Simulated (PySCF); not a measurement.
# Al–Ga–OH⁺, singlet in cc-pVDZ: errors against RCCSDT(Q)

Geometry: that of the Al–Ga–OH, doublet, kept fixed.

```xyz
4

Al    0.0000    0.0000   -3.1271
Ga    0.0000    0.0000   -0.4441
O     0.0000    0.0000    1.3098
H     0.0000    0.0000    2.2614
```

Basis cc-pVDZ; PySCF 2.14.0. Correlated methods freeze the noble-gas cores and the filled d shells of p-block atoms, which leaves 12 electrons in 44 orbitals. Prefix R: restricted or restricted open-shell reference. No spin–orbit coupling is included, and no scalar relativity.

Full CI isn't at hand for all of this; RCCSDT(Q) serves as the reference, and is uncertain by the last step of the cluster series or more.

- T1 diagnostic (ROHF- or RHF-based CCSD): 0.0223
- largest doubles amplitude (ROHF- or RHF-based CCSD): 0.081

| level | E − E(RHF) (eV) |
| --- | --- |
| RMP2 | -6.6411 |
| RCCSD | -7.2872 |
| RCCSD(T) | -7.4891 |

(1) Estimate how far RCCSDT(Q) in cc-pVDZ lies from RCCSD(T). The table doesn't fix it; the size of (T) and the diagnostics are the guide.

(1) RCCSDT(Q) in cc-pVDZ lies 1.69 mEh below RCCSD(T), which is 23 % of the (T) step (-7.42 mEh). T1 is raised, but (T) still catches most of what CCSD lacks. The miss exceeds 1 kcal/mol.

The other levels:

```csv
level,E − E(RCCSDT(Q)) (mEh),share of correlation (%),wall time
RCCSDT,0.95,99.66,–
```

The correlation energy at RCCSDT(Q), counted from RHF, is -7.535 eV. That run took 9.1 min on 1 thread of AMD EPYC, shared host.

Times are those of the correlated step on a shared host, with one SCF added for the restricted CCSD run; they ran on 1 thread of AMD EPYC.
